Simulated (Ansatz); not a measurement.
**C2H3S+ (SMILES [CH2+]C=S): one structure at several levels**

One table from this session's results is given with a row withheld; the runs are named, their logs left out.

The runs use Ansatz 0.2.0, Gaussian basis; single points in def2-TZVPP.

Cores are frozen in the correlated methods.

### The starting structure

SMILES `[CH2+]C=S`, 6 atoms, charge 1, spin multiplicity 1.

Atoms are counted from 1 here; the program's logs count them from 0.

Bond lengths: C1–C2 1.409 Å, C1–H4 1.131 Å, C1–H5 0.891 Å, C2–S3 1.656 Å, C2–H6 1.035 Å. Angles: C2–C1–H4 112.7°, C2–C1–H5 121.8°, H4–C1–H5 125.2°, C1–C2–S3 123.6°, C1–C2–H6 114.5°, S3–C2–H6 121.9°.

As a file:

```
C     0.15720    0.33890    0.68670
C    -0.14720   -0.29530   -0.53400
S     0.97210   -0.58550   -1.71940
H    -0.73900    0.41900    1.37180
H     0.99190    0.56210    0.90440
H    -1.13450   -0.59010   -0.63000
```

Set-up of the first run:

The input, run/in.yaml:

```yaml
crystal:
  periodic: [false, false, false]
  atoms:
    - {symbol: C, position_ang: [0.157200, 0.338900, 0.686700]}
    - {symbol: C, position_ang: [-0.147200, -0.295300, -0.534000]}
    - {symbol: S, position_ang: [0.972100, -0.585500, -1.719400]}
    - {symbol: H, position_ang: [-0.739000, 0.419000, 1.371800]}
    - {symbol: H, position_ang: [0.991900, 0.562100, 0.904400]}
    - {symbol: H, position_ang: [-1.134500, -0.590100, -0.630000]}
basis:
  gaussian: {orbitals: def2-TZVPP}
total_charge: 1
correlation: {method: ccsd_t}
output: {forces: true}
```

The command line of these runs was not kept.

Steps of the session up to this table: CCSD(T)/def2-TZVPP; PBE0-D4/def2-TZVPP; wB97M-V/def2-TZVPP; r2SCAN-D4/def2-TZVPP; PBE-D4/def2-TZVPP; HSE06-D4/def2-TZVPP; revPBE-D4/def2-TZVPP.

One table of the session follows, with a row left open; its other results are not shown here.

```
   method  RMS force component (eV/Å)  angle to CCSD(T) forces (°)
  CCSD(T)                       4.359                    reference
  PBE0-D4                       4.403                          2.5
  wB97M-V                       4.343                          3.1
r2SCAN-D4                           ?                            ?
   PBE-D4                       4.387                          1.8
 HSE06-D4                       4.403                          2.4
revPBE-D4                       4.371                          1.9
```

**Question.** Estimate the row for r2SCAN-D4.

The run gave: RMS force component (eV/Å): 4.351; angle to CCSD(T) forces (°): 1.3. In the column «RMS force component (eV/Å)» it lies between wB97M-V (4.343) and CCSD(T) (4.359).
